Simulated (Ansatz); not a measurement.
Input file:

```yaml
crystal:
  periodic: [false, false, false]
  atoms:
    - {symbol: Se, position_ang: [0.000000, -0.490099, 0.000000]}
    - {symbol: S, position_ang: [0.000000, 0.603433, -1.726536]}
    - {symbol: S, position_ang: [0.000000, 0.603433, 1.726536]}
basis:
  gaussian: {orbitals: cc-pVDZ}
magnetization: {spin_polarized: false, initial_magnetization: 2}
correlation: {method: fic_mrcisd_q, electrons: outside_noble_gas, active_space: {window: {electrons: 12, orbitals: 9}, shells: [{species: S, l: p, shell: 3}, {species: Se, l: p, shell: 4}]}}
```

```sh
$ ansatz run in.yaml --threads 1 --pin off --events-out ev --progress --plain --max-ram 2393MiB
```

Log:

```
1255 factors; integrals over basis functions are off by at most 9.6e-8 eV
mean field evaluation 1: about -86933.4576 eV, gradient 1.8e1 eV
mean field evaluation 2: about -86933.4692 eV, gradient 1.8e1 eV
mean field evaluation 4: about -86934.6687 eV, gradient 1.8e0 eV
mean field evaluation 8: about -86934.6937 eV, gradient 1.1e-1 eV
mean field evaluation 16: about -86934.6940 eV, gradient 1.5e-3 eV
mean field evaluation 32: about -86935.3739 eV, gradient 2.6e0 eV
mean field evaluation 64: about -86935.8792 eV, gradient 5.1e-2 eV
mean field -86935.87930264 eV, -3194.8346371167 hartree, gradient 2.6e-6 eV, S^2 2.000000; 9 other end points of the search recorded, 0 dependent functions left out
reference -86935.87930264 eV, -3194.8346371167 hartree; 34, 32 occupied and 29, 31 virtual orbitals, 1255 factors
state -86937.11322369 eV, -3194.8799828789 hartree
contracted CI cycle   1: correlation 0.00000000 eV, 0.0000000000 hartree, residual 2.28e1 eV
contracted CI cycle   2: correlation -7.80156936 eV, -0.2867023859 hartree, residual 4.13e0 eV
contracted CI cycle   3: correlation -8.07863777 eV, -0.2968844620 hartree, residual 8.90e-1 eV
contracted CI cycle   4: correlation -8.09139675 eV, -0.2973533461 hartree, residual 2.26e-1 eV
contracted CI cycle   5: correlation -8.09219865 eV, -0.2973828153 hartree, residual 5.76e-2 eV
contracted CI cycle   6: correlation -8.09225104 eV, -0.2973847404 hartree, residual 1.43e-2 eV
contracted CI cycle   7: correlation -8.09225439 eV, -0.2973848638 hartree, residual 3.86e-3 eV
contracted CI cycle   8: correlation -8.09225464 eV, -0.2973848728 hartree, residual 1.04e-3 eV
state -86937.11322369 eV, -3194.8799828789 hartree; corrected -86946.28198114 eV, -3195.2169285002 hartree
Total energy: -86946.28198114 eV, -3195.2169285002 hartree
Checks for a lower state left out: starts, orbital_swaps
```

Natural occupations: 1.9915 1.9899 1.9744 1.9699 1.9680 1.0168 1.0077 0.0458 0.0361.

Ran on 1 thread of Intel Xeon, shared host: 18 s wall, 0.41 GiB peak host memory.
